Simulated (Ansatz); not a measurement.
Write a Python script for Ansatz's Python interface that makes harmonic frequencies at the relaxed geometry of C₄H₄O₂, SMILES C=C(C=O)C=O. Level of theory (for the species named): PBE0, 6-31G* basis, multiplicity 1.

```yaml
atoms:
  - { symbol: C, position_ang: [-0.4784, 1.2935, -0.0463] }
  - { symbol: C, position_ang: [-0.0132, 0.0357, -0.0013] }
  - { symbol: C, position_ang: [-0.8459, -1.0380, 0.5931] }
  - { symbol: O, position_ang: [-1.9632, -0.8577, 1.0615] }
  - { symbol: C, position_ang: [1.3310, -0.2737, -0.5461] }
  - { symbol: O, position_ang: [2.0735, 0.5594, -1.0508] }
  - { symbol: H, position_ang: [-1.4590, 1.5510, 0.3447] }
  - { symbol: H, position_ang: [0.1084, 2.1013, -0.4755] }
  - { symbol: H, position_ang: [-0.3855, -2.0400, 0.5883] }
  - { symbol: H, position_ang: [1.6323, -1.3316, -0.4676] }
```

Script `c4h4o2_freq.py`:
```python
# -*- coding: utf-8 -*-
'''Vibrations and zero-point energy of C4H4O2.'''

from dataclasses import dataclass
import itertools

import ansatz as az
from ase import Atoms
from ase.data import atomic_numbers, covalent_radii
from ase.thermochemistry import IdealGasThermo
import numpy as np


@dataclass(frozen=True)
class Settings:
    basis: str = '6-31G*'
    functional: str = 'pbe0'


cfg = Settings()

geometry = (
    az.Crystal.molecule()
    .atom('C', (-0.4784, 1.2935, -0.0463))
    .atom('C', (-0.0132, 0.0357, -0.0013))
    .atom('C', (-0.8459, -1.038, 0.5931))
    .atom('O', (-1.9632, -0.8577, 1.0615))
    .atom('C', (1.331, -0.2737, -0.5461))
    .atom('O', (2.0735, 0.5594, -1.0508))
    .atom('H', (-1.459, 1.551, 0.3447))
    .atom('H', (0.1084, 2.1013, -0.4755))
    .atom('H', (-0.3855, -2.04, 0.5883))
    .atom('H', (1.6323, -1.3316, -0.4676))
)

base = (
    geometry.calculation()
    .basis(gaussian=cfg.basis)
    .functional(cfg.functional)
)
symbols = [site.symbol for site in geometry.cartesian_sites]
start = np.array([site.position_ang for site in geometry.cartesian_sites], dtype=float)
rep = base.relax(force_tolerance=0.003, max_steps=100).run(threads=1).report
end = np.array(rep['positions_ang'])

# pairs closer than 1.2 times the sum of covalent radii, before or after
radius = [covalent_radii[atomic_numbers[s]] for s in symbols]
span = lambda where, i, j: np.linalg.norm(where[i] - where[j])
bonded = [(i, j) for i, j in itertools.combinations(range(len(symbols)), 2) if min(span(start, i, j), span(end, i, j)) < 1.2 * (radius[i] + radius[j])]
print('pair        before    after (A)')
for i, j in bonded:
    print(f'{symbols[i]}{i}-{symbols[j]}{j}'.ljust(10), f'{span(start, i, j):8.4f} {span(end, i, j):8.4f}')

# frequencies need a stationary point, so they are taken at the relaxed geometry
minimum = az.Crystal.molecule()
for symbol, place in zip(symbols, end):
    minimum = minimum.atom(symbol, place.tolist())
vibrating = (
    minimum.calculation()
    .basis(gaussian=cfg.basis)
    .functional(cfg.functional)
    .phonons(temperatures=(100, 500, 100))
)
vib = vibrating.run(threads=1).report['vibrations']
sums = vib['harmonic_sums']
modes = [m['omega_inv_cm'] for m in sums['modes_at_gamma'] if m['rigid_motion'] == 'no']
for number, w in enumerate(modes, start=1):
    print(f'mode {number:2d} {w:9.1f} 1/cm {w / 8065.544 * 1000:8.2f} meV')
print('imaginary modes:', sum(w < 0 for w in modes), ' zero-point energy:', round(sums['zero_point_energy_ev'], 4), 'eV')
# rigid rotor and ideal gas, symmetry number taken as one
gas = IdealGasThermo(vib_energies=[w / 8065.544 for w in modes if w > 0], geometry='linear' if len(modes) == 3 * len(symbols) - 5 else 'nonlinear',
                     atoms=Atoms(symbols, positions=end), symmetrynumber=1, spin=0.0)
print(f'H(298 K) - E = {gas.get_enthalpy(298.15, verbose=False):.4f} eV')
print(f'S(298 K, 1 bar) = {96485.33 * gas.get_entropy(298.15, 1e5, verbose=False):.1f} J/(mol K) with symmetry number 1')
```

```console
$ python c4h4o2_freq.py
pair        before    after (A)
C0-C1        1.3418   1.3411
C0-H6        1.0866   1.0864
C0-H7        1.0868   1.0864
C1-C2        1.4831   1.4844
C1-C4        1.4830   1.4844
C2-O3        1.2249   1.2101
C2-H8        1.1027   1.1119
C4-O5        1.2248   1.2101
C4-H9        1.1028   1.1119
mode  1      99.4 1/cm    12.33 meV
mode  2     183.2 1/cm    22.71 meV
mode  3     233.2 1/cm    28.91 meV
mode  4     298.9 1/cm    37.06 meV
mode  5     378.0 1/cm    46.86 meV
mode  6     485.9 1/cm    60.24 meV
mode  7     684.9 1/cm    84.91 meV
mode  8     688.2 1/cm    85.33 meV
mode  9     955.6 1/cm   118.48 meV
mode 10     971.5 1/cm   120.45 meV
mode 11    1022.4 1/cm   126.76 meV
mode 12    1046.5 1/cm   129.75 meV
mode 13    1059.5 1/cm   131.36 meV
mode 14    1256.7 1/cm   155.82 meV
mode 15    1422.7 1/cm   176.40 meV
mode 16    1453.7 1/cm   180.24 meV
mode 17    1458.2 1/cm   180.80 meV
mode 18    1696.8 1/cm   210.37 meV
mode 19    1826.3 1/cm   226.44 meV
mode 20    1866.2 1/cm   231.38 meV
mode 21    2940.9 1/cm   364.62 meV
mode 22    2958.4 1/cm   366.80 meV
mode 23    3198.6 1/cm   396.58 meV
mode 24    3301.7 1/cm   409.36 meV
imaginary modes: 0  zero-point energy: 1.952 eV
H(298 K) - E = 2.1438 eV
S(298 K, 1 bar) = 324.8 J/(mol K) with symmetry number 1
```

The frequencies are harmonic and unscaled, in a modest basis. The entropy takes a symmetry number of 1; a symmetric molecule's is lower by R ln(sigma). Hardware and time: 3.6 min on 1 thread of Arm Neoverse V1, with other jobs on the host, peak memory 0.32 GiB.
